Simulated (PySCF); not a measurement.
# [AlH2···H···H], doublet: transfer scan

All five atoms lie in one plane.

Starting geometry:

```xyz
5

Al   -0.0983    0.0000    0.0000
H    -0.8912    1.3734    0.0000
H    -0.8912   -1.3734    0.0000
H     1.4876    0.0000    0.0000
H     2.9257    0.0000    0.0000
```

From there atom H4 is moved from one fragment to the other while all else, the fragments' distance too, stays fixed; atoms are numbered as listed. Energies are in eV, counted from the starting geometry at the same level. Kohn–Sham curves keep the symmetry of the cluster determinant, unrestricted for open shells and where UHF breaks spin symmetry.

Basis 6-31G; PySCF 2.14.0. Only valence electrons are correlated (noble-gas cores frozen).

Full CI is exact within this basis and frozen core; it isn't the basis-set limit.

```csv
distance Al1-H4 (Å),B3LYP
1.475,0.176
1.586,0.000
1.685,-0.060
1.784,-0.102
1.883,-0.184
1.982,-0.340
2.081,-0.561
2.180,-0.782
2.279,-0.881
```

Question: Estimate the full CI curve in 6-31G from this one, knowing how B3LYP errs.

Answer: The computed full CI values, in eV from the starting point, and the error of B3LYP against them:
| distance Al1-H4 (Å) | full CI | B3LYP less full CI |
| --- | --- | --- |
| 1.475 | 0.141 | 0.034 |
| 1.586 | 0.000 | 0.000 |
| 1.685 | -0.017 | -0.043 |
| 1.784 | -0.014 | -0.088 |
| 1.883 | -0.066 | -0.117 |
| 1.982 | -0.224 | -0.116 |
| 2.081 | -0.475 | -0.085 |
| 2.180 | -0.740 | -0.042 |
| 2.279 | -0.882 | 0.002 |

The error spans 0.152 eV and is largest, -0.117 eV, at 1.883 Å.

In so small a basis the reference is far from its limit while semilocal and hybrid functionals are nearer theirs, so the functionals' errors here hold much of the reference's basis and frozen-core error, which can add to them or hide them.
